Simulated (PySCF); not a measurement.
Molecule: `InChI=1S/C4H7N/c1-3-4-5-2/h3-4H2,1H3`.

Mapped SMILES: `[C-:1]#[N+:2][CH2:3][CH2:4][CH3:5]`; H(Xn) means a hydrogen on atom n.

Geometry PBE0-D3(BJ)/def2-SVP throughout; GIAO in PySCF 2.14, gas phase, one conformer, non-relativistic; equivalent atoms averaged; basis pcSseg-2.

Question: How do the shifts δ (against TMS, NH3 at the same level) depend on the functional? (ppm; last column core-seconds on shared hosts with different chips, so compare them loosely; the GGAs took longer than the global hybrids here, which isn't the general rule, and the cause wasn't traced)

Answer: 
```
functional                    kind     C1    C3    C4    C5     N2  H(C3)  H(C4)  H(C5)  core-s
        HF            Hartree–Fock  192.2  40.6  25.7  13.1  187.2   3.05   1.37   1.17      25
       LDA                     LDA  184.0  44.9  27.4  11.0  205.9   3.40   1.61   1.10      52
       PBE                     GGA  176.0  45.0  28.6  12.7  195.0   3.37   1.59   1.12      64
      BLYP                     GGA  174.4  45.6  30.1  13.5  195.0   3.39   1.60   1.17      64
      BP86                     GGA  174.8  45.0  28.5  12.9  192.7   3.36   1.58   1.12      64
      OPBE                     GGA  170.9  44.2  27.6  13.1  186.8   3.35   1.58   1.09      64
       KT2                     GGA  162.8  44.7  28.6  12.6  181.9   3.45   1.60   1.13      66
       KT3                     GGA  161.8  44.6  29.2  13.5  179.3   3.42   1.60   1.14      64
     B97-D                     GGA  169.5  44.9  29.2  13.6  185.5   3.38   1.60   1.16      64
     B3LYP           global hybrid  180.7  44.8  28.8  13.2  194.7   3.29   1.54   1.16      50
      PBE0           global hybrid  182.8  44.1  27.2  12.6  194.0   3.26   1.52   1.12      49
  mPW1PW91           global hybrid  182.9  44.2  27.3  12.8  193.3   3.25   1.51   1.12      49
      WP04           global hybrid  180.8  46.5  29.4  14.6  180.9   3.18   1.49   1.13      28
     B97-2           global hybrid  177.9  44.1  27.6  13.2  188.0   3.26   1.52   1.13      27
 BHandHLYP           global hybrid  187.4  43.4  27.4  13.0  193.2   3.20   1.48   1.16      27
 CAM-B3LYP  range-separated hybrid  185.9  44.2  27.6  12.5  196.9   3.22   1.52   1.17      36
   wB97X-D  range-separated hybrid  183.0  44.4  27.1  12.8  194.2   3.17   1.48   1.13      57
   LC-wPBE  range-separated hybrid  192.5  43.3  25.2  12.1  194.7   3.07   1.45   1.11      55
```

Question: Which nucleus moves most, in ppm?

Answer: C1 (isocyanide carbon): from 161.8 ppm with KT3 to 192.5 ppm with LC-wPBE. The smallest spread is 0.08 ppm, at H(C5). Proton shifts span only some 12 ppm, so a few tenths of a ppm matter as much there as several ppm in carbon.
